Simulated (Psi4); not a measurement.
Psi4 input (wB97X-D/6-311+G**):

```
memory 1500 MB

molecule {
0 2
H     0.00176448    0.04465142    2.06832619
N     0.00115828    0.04699724    1.06365633
C     0.01248627    1.17970021    0.27461977
C    -0.01104728   -1.07509778    0.27835848
C     0.00689995    0.72175500   -1.00967507
C    -0.00779897   -0.68423451   -1.04633232
H     0.02307408    2.16873903    0.69529824
H    -0.02106132   -2.06057777    0.71251336
H    -0.01512498   -1.33453082   -1.90355730
symmetry c1
no_reorient
no_com
}

set {
  basis 6-311+G**
  reference uks
  scf_type df
  df_basis_scf def2-universal-jkfit
  dft_radial_points 99
  dft_spherical_points 590
  e_convergence 1e-8
  d_convergence 1e-7
  maxiter 150
}

e = energy('wb97x-d')
print_out(f'\nFINAL {e:.10f} DIPOLE {variable("CURRENT DIPOLE")[0]:.6f} {variable("CURRENT DIPOLE")[1]:.6f} {variable("CURRENT DIPOLE")[2]:.6f}\n')
```

Q: Predict the final energy.

A: -209.45187 Eh.
